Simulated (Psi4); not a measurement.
This Psi4 input (MP2/6-31+G*) gives -398.79014 Eh with 27 basis functions.

```
memory 8100 MB

molecule {
0 1
S     0.00184013    0.00030176    0.10309296
H    -0.00752722    0.96781232   -0.82771199
H    -0.02191490   -0.97264043   -0.82177540
}

set {
  basis 6-31+g*
  scf_type df
  freeze_core true
}

energy('mp2')
print_variables()
```

Change:
```diff
- basis 6-31+g*
+ basis def2-tzvppd
```

What does the run give now?

-398.90077 Eh (MP2/def2-TZVPPD, 85 functions), a change of -110.63 mEh.
